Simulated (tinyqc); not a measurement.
Worked calculation (part 1 of 2): MP2 on RHF in the sto-6g basis, for H2O, spin multiplicity 1. Computed by tinyqc, a small Python program that keeps every step (integrals from PySCF). Settings: charge = 0, multiplicity = 1, basis = sto-6g, method = RHF, energy threshold = 1e-10, iteration cap = 56, orthogonalisation = canonical, start = atomic densities, DIIS depth = 6. Command: `OMP_NUM_THREADS=1 python tinyqc.py 28119 28120 out.jsonl` (the two numbers bound the seeds that draw the settings). One thread of a shared host (Intel(R) Xeon(R) Processor @ 2.60GHz), about 0.2 s of CPU time with the checks. The early iterations of the SCF are left out here.

## One-electron integrals

Geometry (angstrom):
```
atom         x          y         z
O     0.000000   0.000000  0.000000
H     0.000000   0.773000  0.540000
H     0.000000  -0.773000  0.540000
```

Basis sto-6g: exponents (1/bohr^2) and contraction coefficients of normalised primitives:
```
element  l (shell)     exponent  coefficient
O            s (1)  1355.584234     0.009164
O            s (1)   248.544885     0.049361
O            s (1)    69.533902     0.168538
O            s (1)    23.886772     0.370563
O            s (1)     9.275933     0.416492
O            s (1)     3.820341     0.130334
O            s (2)    52.187762    -0.013253
O            s (2)    10.329320    -0.046992
O            s (2)     3.210345    -0.033785
O            s (2)     1.235135     0.250242
O            s (2)     0.536420     0.595117
O            s (2)     0.245881     0.240706
O            p (3)    52.187762     0.003760
O            p (3)    10.329320     0.037679
O            p (3)     3.210345     0.173897
O            p (3)     1.235135     0.418036
O            p (3)     0.536420     0.425860
O            p (3)     0.245881     0.101708
H            s (1)    35.523221     0.009164
H            s (1)     6.513144     0.049361
H            s (1)     1.822143     0.168538
H            s (1)     0.625955     0.370563
H            s (1)     0.243077     0.416492
H            s (1)     0.100112     0.130334
```

Overlap, kinetic and nuclear-attraction integrals over the contracted functions; the nuclear repulsion is the sum of Za Zb / Rab.

nuclear repulsion = 9.32151036 hartree

overlap S, order 1O 1s, 1O 2s, 1O 2px, 1O 2py, 1O 2pz, 2H 1s, 3H 1s:
$$\begin{pmatrix}
1.000000 & 0.231145 & 0.000000 & 0.000000 & 0.000000 & 0.057271 & 0.057271 \\
0.231145 & 1.000000 & 0.000000 & 0.000000 & 0.000000 & 0.486177 & 0.486177 \\
0.000000 & 0.000000 & 1.000000 & 0.000000 & 0.000000 & 0.000000 & 0.000000 \\
0.000000 & 0.000000 & 0.000000 & 1.000000 & 0.000000 & 0.325962 & -0.325962 \\
0.000000 & 0.000000 & 0.000000 & 0.000000 & 1.000000 & 0.227709 & 0.227709 \\
0.057271 & 0.486177 & 0.000000 & 0.325962 & 0.227709 & 1.000000 & 0.240330 \\
0.057271 & 0.486177 & 0.000000 & -0.325962 & 0.227709 & 0.240330 & 1.000000
\end{pmatrix}$$

kinetic energy T (hartree), order 1O 1s, 1O 2s, 1O 2px, 1O 2py, 1O 2pz, 2H 1s, 3H 1s:
$$\begin{pmatrix}
29.327197 & -0.896024 & 0.000000 & 0.000000 & 0.000000 & -0.001859 & -0.001859 \\
-0.896024 & 0.842618 & 0.000000 & 0.000000 & 0.000000 & 0.135014 & 0.135014 \\
0.000000 & 0.000000 & 2.531309 & 0.000000 & 0.000000 & 0.000000 & 0.000000 \\
0.000000 & 0.000000 & 0.000000 & 2.531309 & 0.000000 & 0.240128 & -0.240128 \\
0.000000 & 0.000000 & 0.000000 & 0.000000 & 2.531309 & 0.167748 & 0.167748 \\
-0.001859 & 0.135014 & 0.000000 & 0.240128 & 0.167748 & 0.768522 & 0.005125 \\
-0.001859 & 0.135014 & 0.000000 & -0.240128 & 0.167748 & 0.005125 & 0.768522
\end{pmatrix}$$

nuclear attraction V (hartree), order 1O 1s, 1O 2s, 1O 2px, 1O 2py, 1O 2pz, 2H 1s, 3H 1s:
$$\begin{pmatrix}
-62.380718 & -6.410719 & 0.000000 & 0.000000 & -0.019384 & -1.821045 & -1.821045 \\
-6.410719 & -10.106269 & 0.000000 & 0.000000 & -0.214497 & -3.958679 & -3.958679 \\
0.000000 & 0.000000 & -10.019396 & 0.000000 & 0.000000 & 0.000000 & 0.000000 \\
0.000000 & 0.000000 & 0.000000 & -10.193728 & 0.000000 & -2.376005 & 2.376005 \\
-0.019384 & -0.214497 & 0.000000 & 0.000000 & -10.104472 & -1.727764 & -1.727764 \\
-1.821045 & -3.958679 & 0.000000 & -2.376005 & -1.727764 & -5.896798 & -1.570387 \\
-1.821045 & -3.958679 & 0.000000 & 2.376005 & -1.727764 & -1.570387 & -5.896798
\end{pmatrix}$$

core Hamiltonian H = T + V (hartree), order 1O 1s, 1O 2s, 1O 2px, 1O 2py, 1O 2pz, 2H 1s, 3H 1s:
$$\begin{pmatrix}
-33.053521 & -7.306743 & 0.000000 & 0.000000 & -0.019384 & -1.822904 & -1.822904 \\
-7.306743 & -9.263650 & 0.000000 & 0.000000 & -0.214497 & -3.823665 & -3.823665 \\
0.000000 & 0.000000 & -7.488087 & 0.000000 & 0.000000 & 0.000000 & 0.000000 \\
0.000000 & 0.000000 & 0.000000 & -7.662419 & 0.000000 & -2.135878 & 2.135878 \\
-0.019384 & -0.214497 & 0.000000 & 0.000000 & -7.573163 & -1.560017 & -1.560017 \\
-1.822904 & -3.823665 & 0.000000 & -2.135878 & -1.560017 & -5.128276 & -1.565262 \\
-1.822904 & -3.823665 & 0.000000 & 2.135878 & -1.560017 & -1.565262 & -5.128276
\end{pmatrix}$$

## Two-electron integrals

Functions are numbered as in S; the eight-fold symmetry (ij|kl) = (ji|kl) = (kl|ij) leaves the list below.

Two-electron integrals (ij|kl) in chemists' order, unique and non-zero (hartree):
```
(11|11) 4.787491    (21|11) 0.675884    (21|21) 0.121505    (22|11) 1.117379
(22|21) 0.249212    (22|22) 0.817383    (31|31) 0.025762    (32|31) 0.039145
(32|32) 0.180664    (33|11) 1.117381    (33|21) 0.249212    (33|22) 0.817382
(33|33) 0.880663    (41|41) 0.025762    (42|41) 0.039145    (42|42) 0.180664
(43|43) 0.047461    (44|11) 1.117381    (44|21) 0.249212    (44|22) 0.817382
(44|33) 0.785741    (44|44) 0.880663    (51|51) 0.025762    (52|51) 0.039145
(52|52) 0.180664    (53|53) 0.047461    (54|54) 0.047461    (55|11) 1.117381
(55|21) 0.249212    (55|22) 0.817382    (55|33) 0.785741    (55|44) 0.785741
(55|55) 0.880663    (61|11) 0.178866    (61|21) 0.030804    (61|22) 0.061744
(61|33) 0.061609    (61|41) 0.001230    (61|42) 0.002397    (61|44) 0.061880
(61|51) 0.000860    (61|52) 0.001674    (61|54) 0.000190    (61|55) 0.061741
(61|61) 0.007961    (62|11) 0.413562    (62|21) 0.093424    (62|22) 0.336649
(62|33) 0.331222    (62|41) 0.006091    (62|42) 0.043923    (62|44) 0.342163
(62|51) 0.004255    (62|52) 0.030683    (62|54) 0.007643    (62|55) 0.336561
(62|61) 0.023778    (62|62) 0.168776    (63|31) 0.010651    (63|32) 0.059030
(63|43) 0.009172    (63|53) 0.006407    (63|63) 0.024591    (64|11) 0.236454
(64|21) 0.054199    (64|22) 0.208321    (64|33) 0.198799    (64|41) 0.013803
(64|42) 0.085069    (64|44) 0.224013    (64|51) 0.002202    (64|52) 0.018190
(64|54) 0.011206    (64|55) 0.202151    (64|61) 0.014466    (64|62) 0.127029
(64|64) 0.119315    (65|11) 0.165181    (65|21) 0.037862    (65|22) 0.145528
(65|33) 0.138876    (65|41) 0.002202    (65|42) 0.018190    (65|44) 0.143675
(65|51) 0.012189    (65|52) 0.071737    (65|54) 0.012524    (65|55) 0.154033
(65|61) 0.010105    (65|62) 0.088740    (65|64) 0.066172    (65|65) 0.070817
(66|11) 0.538709    (66|21) 0.123939    (66|22) 0.508320    (66|33) 0.487766
(66|41) 0.011020    (66|42) 0.106626    (66|44) 0.529205    (66|51) 0.007698
(66|52) 0.074487    (66|54) 0.028948    (66|55) 0.507989    (66|61) 0.031921
(66|62) 0.314706    (66|64) 0.270885    (66|65) 0.189234    (66|66) 0.774999
(71|11) 0.178866    (71|21) 0.030804    (71|22) 0.061744    (71|33) 0.061609
(71|41) -0.001230   (71|42) -0.002397   (71|44) 0.061880    (71|51) 0.000860
(71|52) 0.001674    (71|54) -0.000190   (71|55) 0.061741    (71|61) 0.007833
(71|62) 0.022935    (71|64) 0.012641    (71|65) 0.009740    (71|66) 0.030298
(71|71) 0.007961    (72|11) 0.413562    (72|21) 0.093424    (72|22) 0.336649
(72|33) 0.331222    (72|41) -0.006091   (72|42) -0.043923   (72|44) 0.342163
(72|51) 0.004255    (72|52) 0.030683    (72|54) -0.007643   (72|55) 0.336561
(72|61) 0.022935    (72|62) 0.136987    (72|64) 0.070824    (72|65) 0.069923
(72|66) 0.210140    (72|71) 0.023778    (72|72) 0.168776    (73|31) 0.010651
(73|32) 0.059030    (73|43) -0.009172   (73|53) 0.006407    (73|63) 0.019329
(73|73) 0.024591    (74|11) -0.236454   (74|21) -0.054199   (74|22) -0.208321
(74|33) -0.198799   (74|41) 0.013803    (74|42) 0.085069    (74|44) -0.224013
(74|51) -0.002202   (74|52) -0.018190   (74|54) 0.011206    (74|55) -0.202151
(74|61) -0.012641   (74|62) -0.070824   (74|64) -0.017696   (74|65) -0.035304
(74|66) -0.095405   (74|71) -0.014466   (74|72) -0.127029   (74|74) 0.119315
(75|11) 0.165181    (75|21) 0.037862    (75|22) 0.145528    (75|33) 0.138876
(75|41) -0.002202   (75|42) -0.018190   (75|44) 0.143675    (75|51) 0.012189
(75|52) 0.071737    (75|54) -0.012524   (75|55) 0.154033    (75|61) 0.009740
(75|62) 0.069923    (75|64) 0.035304    (75|65) 0.054475    (75|66) 0.117686
(75|71) 0.010105    (75|72) 0.088740    (75|74) -0.066172   (75|75) 0.070817
(76|11) 0.157239    (76|21) 0.035822    (76|22) 0.138393    (76|33) 0.135495
(76|44) 0.138395    (76|51) 0.002653    (76|52) 0.022100    (76|55) 0.141289
(76|61) 0.009005    (76|62) 0.067575    (76|64) 0.043795    (76|65) 0.039956
(76|66) 0.126986    (76|71) 0.009005    (76|72) 0.067575    (76|74) -0.043795
(76|75) 0.039956    (76|76) 0.032404    (77|11) 0.538709    (77|21) 0.123939
(77|22) 0.508320    (77|33) 0.487766    (77|41) -0.011020   (77|42) -0.106626
(77|44) 0.529205    (77|51) 0.007698    (77|52) 0.074487    (77|54) -0.028948
(77|55) 0.507989    (77|61) 0.030298    (77|62) 0.210140    (77|64) 0.095405
(77|65) 0.117686    (77|66) 0.336488    (77|71) 0.031921    (77|72) 0.314706
(77|74) -0.270885   (77|75) 0.189234    (77|76) 0.126986    (77|77) 0.774999
```

## Orthogonalisation

S = U s U^T; canonical form X = U s^(-1/2), so that X^T S X = 1. Each column of U has its largest component positive (the first on a tie).

eigenvalues of S: [0.333372, 0.403451, 0.892453, 1.000000, 1.082962, 1.356219, 1.931543]

X, order 1O 1s, 1O 2s, 1O 2px, 1O 2py, 1O 2pz, 2H 1s, 3H 1s:
$$\begin{pmatrix}
-0.289976 & 0.000000 & 0.766108 & 0.000000 & -0.610460 & 0.000000 & 0.151939 \\
1.214869 & 0.000000 & -0.281643 & 0.000000 & -0.279210 & 0.000000 & 0.427351 \\
0.000000 & 0.000000 & 0.000000 & 1.000000 & 0.000000 & 0.000000 & 0.000000 \\
0.000000 & 0.962653 & 0.000000 & 0.000000 & 0.000000 & 0.679461 & 0.000000 \\
0.521912 & 0.000000 & 0.639282 & 0.000000 & 0.665845 & 0.000000 & 0.182499 \\
-0.763959 & -0.880885 & -0.150966 & 0.000000 & 0.121294 & 0.371266 & 0.373296 \\
-0.763959 & 0.880885 & -0.150966 & 0.000000 & 0.121294 & -0.371266 & 0.373296
\end{pmatrix}$$

## Starting guess

The start is atomic minimal-basis densities projected into this basis (PySCF's MINAO start) and scaled to the electron count of each spin; this density is not idempotent, so its energy is not variational and may lie below the converged one.

D at the start, order 1O 1s, 1O 2s, 1O 2px, 1O 2py, 1O 2pz, 2H 1s, 3H 1s:
$$\begin{pmatrix}
2.138204 & -0.477958 & 0.000000 & 0.000000 & 0.014859 & -0.013872 & -0.013872 \\
-0.477958 & 2.084803 & 0.000000 & 0.000000 & -0.087705 & 0.035689 & 0.035689 \\
0.000000 & 0.000000 & 1.307954 & 0.000000 & 0.000000 & 0.000000 & 0.000000 \\
0.000000 & 0.000000 & 0.000000 & 1.142291 & 0.000000 & 0.120283 & -0.120283 \\
0.014859 & -0.087705 & 0.000000 & 0.000000 & 1.240172 & 0.053933 & 0.053933 \\
-0.013872 & 0.035689 & 0.000000 & 0.120283 & 0.053933 & 1.001049 & 0.069179 \\
-0.013872 & 0.035689 & 0.000000 & -0.120283 & 0.053933 & 0.069179 & 1.001049
\end{pmatrix}$$

## Iteration 8 (converged): orbitals

converged F (hartree), order 1O 1s, 1O 2s, 1O 2px, 1O 2py, 1O 2pz, 2H 1s, 3H 1s:
$$\begin{pmatrix}
-20.491120 & -4.963003 & 0.000000 & 0.000000 & -0.029082 & -1.237688 & -1.237688 \\
-4.963003 & -2.343037 & 0.000000 & 0.000000 & -0.126339 & -1.033905 & -1.033905 \\
0.000000 & 0.000000 & -0.393947 & 0.000000 & 0.000000 & 0.000000 & 0.000000 \\
0.000000 & 0.000000 & 0.000000 & -0.343401 & 0.000000 & -0.410564 & 0.410564 \\
-0.029082 & -0.126339 & 0.000000 & 0.000000 & -0.360789 & -0.350581 & -0.350581 \\
-1.237688 & -1.033905 & 0.000000 & -0.410564 & -0.350581 & -0.593245 & -0.388500 \\
-1.237688 & -1.033905 & 0.000000 & 0.410564 & -0.350581 & -0.388500 & -0.593245
\end{pmatrix}$$

Diagonalise F' = X^T F X, C = X C', fill 5 alpha and 5 beta electrons from the bottom; D = 2 C_occ C_occ^T. Each column has its largest component positive (the first on a tie).

F' = X^T F X (hartree):
$$\begin{pmatrix}
0.220703 & 0.000000 & 1.569156 & 0.000000 & -1.066867 & 0.000000 & 0.107682 \\
0.000000 & 0.756632 & 0.000000 & 0.000000 & 0.000000 & 0.107303 & 0.000000 \\
1.569156 & 0.000000 & -9.713905 & 0.000000 & 9.073885 & 0.000000 & -3.930382 \\
0.000000 & 0.000000 & 0.000000 & -0.393947 & 0.000000 & 0.000000 & 0.000000 \\
-1.066867 & 0.000000 & 9.073885 & 0.000000 & -9.235602 & 0.000000 & 3.960532 \\
0.000000 & 0.107303 & 0.000000 & 0.000000 & 0.000000 & -0.629257 & 0.000000 \\
0.107682 & 0.000000 & -3.930382 & 0.000000 & 3.960532 & 0.000000 & -2.888497
\end{pmatrix}$$

orbital energies (hartree): MO1 -20.494398, MO2 -1.276373, MO3 -0.637516, MO4 -0.447442, MO5 -0.393947, MO6 0.600910, MO7 0.764891

coefficients C, order 1O 1s, 1O 2s, 1O 2px, 1O 2py, 1O 2pz, 2H 1s, 3H 1s:
$$\begin{pmatrix}
0.996605 & -0.221685 & 0.000000 & 0.092762 & 0.000000 & -0.125630 & 0.000000 \\
0.016260 & 0.833626 & 0.000000 & -0.519968 & 0.000000 & 0.922092 & 0.000000 \\
0.000000 & 0.000000 & 0.000000 & 0.000000 & 1.000000 & 0.000000 & 0.000000 \\
0.000000 & 0.000000 & 0.603584 & 0.000000 & 0.000000 & 0.000000 & 1.011956 \\
0.003214 & 0.128480 & 0.000000 & 0.798656 & 0.000000 & 0.709479 & 0.000000 \\
-0.003901 & 0.156505 & 0.437770 & 0.265787 & 0.000000 & -0.815680 & -0.849797 \\
-0.003901 & 0.156505 & -0.437770 & 0.265787 & 0.000000 & -0.815680 & 0.849797
\end{pmatrix}$$

D after iteration 8, order 1O 1s, 1O 2s, 1O 2px, 1O 2py, 1O 2pz, 2H 1s, 3H 1s:
$$\begin{pmatrix}
2.101941 & -0.433661 & 0.000000 & 0.000000 & 0.097612 & -0.027855 & -0.027855 \\
-0.433661 & 1.931126 & 0.000000 & 0.000000 & -0.616237 & -0.015595 & -0.015595 \\
0.000000 & 0.000000 & 2.000000 & 0.000000 & 0.000000 & 0.000000 & 0.000000 \\
0.000000 & 0.000000 & 0.000000 & 0.728626 & 0.000000 & 0.528462 & -0.528462 \\
0.097612 & -0.616237 & 0.000000 & 0.000000 & 1.308739 & 0.464736 & 0.464736 \\
-0.027855 & -0.015595 & 0.000000 & 0.528462 & 0.464736 & 0.573589 & -0.192981 \\
-0.027855 & -0.015595 & 0.000000 & -0.528462 & 0.464736 & -0.192981 & 0.573589
\end{pmatrix}$$

## Convergence

Stop when the energy changes by less than 1e-10 hartree and every element of the error matrix X^T (F D S - S D F) X is below 3e-06.

Course of the cycle:
```
iteration   E (hartree)     change  largest element of the error matrix
1          -76.25155652          -                             1.42e+00
2          -75.64191116   6.10e-01                             2.57e-01
3          -75.67309989  -3.12e-02                             2.79e-02
4          -75.67346743  -3.68e-04                             5.74e-03
5          -75.67349114  -2.37e-05                             1.52e-04
6          -75.67349119  -5.33e-08                             1.13e-05
7          -75.67349119  -2.37e-10                             7.10e-07
8          -75.67349119  -8.10e-13                             2.34e-10
```

PySCF RHF in the same basis = -75.67349119 hartree

Converged in 8 iterations.

## Populations, bond orders and dipole

Mulliken: Z minus the diagonal of D S on the atom; Loewdin: the same with S^(1/2) D S^(1/2); Mayer order: 2 sum_s sum (D(s) S)_ij (D(s) S)_ji over the two atoms.

Charges (e):
```
atom   Mulliken    Loewdin
1O    -0.407767  -0.282790
2H     0.203884   0.141395
3H     0.203884   0.141395
```

Mayer bond orders:
```
pair     order
2-1   0.941338
3-1   0.941338
3-2   0.017093
```

dipole moment about the origin, x y z (debye): [0.000000, 0.000000, 1.736622]

## Integrals over molecular orbitals

(pq|rs) = sum C_ip C_jq C_kr C_ls (ij|kl), one index at a time.

one-electron integrals over orbitals h = C^T H C (hartree):
$$\begin{pmatrix}
-33.039761 & 0.568090 & 0.000000 & -0.231365 & 0.000000 & 0.330847 & 0.000000 \\
0.568090 & -7.727090 & 0.000000 & 0.421900 & 0.000000 & -1.423435 & 0.000000 \\
0.000000 & 0.000000 & -6.414631 & 0.000000 & 0.000000 & 0.000000 & -1.730533 \\
-0.231365 & 0.421900 & 0.000000 & -7.075758 & 0.000000 & -1.018483 & 0.000000 \\
0.000000 & 0.000000 & 0.000000 & 0.000000 & -7.488087 & 0.000000 & 0.000000 \\
0.330847 & -1.423435 & 0.000000 & -1.018483 & 0.000000 & -5.333792 & 0.000000 \\
0.000000 & 0.000000 & -1.730533 & 0.000000 & 0.000000 & 0.000000 & -5.645778
\end{pmatrix}$$

Two-electron integrals over orbitals (pq|rs), unique and non-zero (hartree):
```
(11|11) 4.761325    (21|11) -0.426421   (21|21) 0.061861    (22|11) 1.018398
(22|21) -0.014016   (22|22) 0.729863    (31|31) 0.011169    (32|31) 0.017728
(32|32) 0.145992    (33|11) 0.803095    (33|21) -0.004133   (33|22) 0.647305
(33|33) 0.637061    (41|11) 0.183777    (41|21) -0.023575   (41|22) 0.016051
(41|33) 0.005951    (41|41) 0.029379    (42|11) -0.127099   (42|21) 0.009585
(42|22) 0.005342    (42|33) 0.006721    (42|41) 0.019671    (42|42) 0.125097
(43|31) -0.003245   (43|32) 0.019636    (43|43) 0.045842    (44|11) 1.018015
(44|21) -0.013595   (44|22) 0.683958    (44|33) 0.604238    (44|41) -0.012098
(44|42) -0.105151   (44|44) 0.798432    (51|51) 0.026725    (52|51) 0.032361
(52|52) 0.145126    (53|53) 0.029002    (54|51) -0.012986   (54|52) -0.045133
(54|54) 0.055628    (55|11) 1.117078    (55|21) -0.011219   (55|22) 0.749805
(55|33) 0.631391    (55|41) 0.004519    (55|42) -0.065205   (55|44) 0.736705
(55|55) 0.880663    (61|11) -0.261022   (61|21) 0.040521    (61|22) -0.002386
(61|33) -0.000070   (61|41) -0.002300   (61|42) 0.020282    (61|44) -0.018949
(61|55) -0.006150   (61|61) 0.035063    (62|11) 0.323907    (62|21) -0.008024
(62|22) 0.144326    (62|33) 0.075194    (62|41) 0.018795    (62|42) 0.020957
(62|44) 0.096140    (62|55) 0.161623    (62|61) 0.004809    (62|62) 0.102667
(63|31) 0.003022    (63|32) -0.044146   (63|43) -0.028261   (63|63) 0.074432
(64|11) 0.203388    (64|21) -0.001125   (64|22) 0.092563    (64|33) 0.040996
(64|41) 0.003320    (64|42) -0.022629   (64|44) 0.114644    (64|55) 0.108964
(64|61) 0.001332    (64|62) 0.062132    (64|64) 0.062546    (65|51) 0.016398
(65|52) 0.060875    (65|54) -0.002415   (65|65) 0.039222    (66|11) 0.804094
(66|21) -0.007607   (66|22) 0.612277    (66|33) 0.572581    (66|41) 0.021694
(66|42) 0.060704    (66|44) 0.548334    (66|55) 0.587031    (66|61) 0.007143
(66|62) 0.094724    (66|64) 0.043055    (66|66) 0.596698    (71|31) 0.015997
(71|32) 0.023588    (71|43) -0.004855   (71|63) 0.003931    (71|71) 0.022975
(72|31) 0.013930    (72|32) 0.040753    (72|43) -0.032412   (72|63) 0.035290
(72|71) 0.018872    (72|72) 0.061668    (73|11) 0.365397    (73|21) -0.007313
(73|22) 0.140996    (73|33) 0.092255    (73|41) -0.000978   (73|42) -0.072586
(73|44) 0.165229    (73|55) 0.190029    (73|61) -0.006757   (73|62) 0.078936
(73|64) 0.072657    (73|66) 0.037563    (73|73) 0.150408    (74|31) -0.009411
(74|32) -0.074970   (74|43) 0.004484    (74|63) 0.044048    (74|71) -0.013143
(74|72) -0.017098   (74|74) 0.066247    (75|53) 0.023792    (75|75) 0.024653
(76|31) 0.009764    (76|32) 0.102142    (76|43) 0.045954    (76|63) -0.068872
(76|71) 0.013117    (76|72) -0.008292   (76|74) -0.057309   (76|76) 0.119680
(77|11) 0.881597    (77|21) -0.009452   (77|22) 0.627892    (77|33) 0.614248
(77|41) 0.003725    (77|42) -0.015047   (77|44) 0.614974    (77|55) 0.629596
(77|61) -0.005594   (77|62) 0.071678    (77|64) 0.039693    (77|66) 0.567576
(77|73) 0.097448    (77|77) 0.624449
```
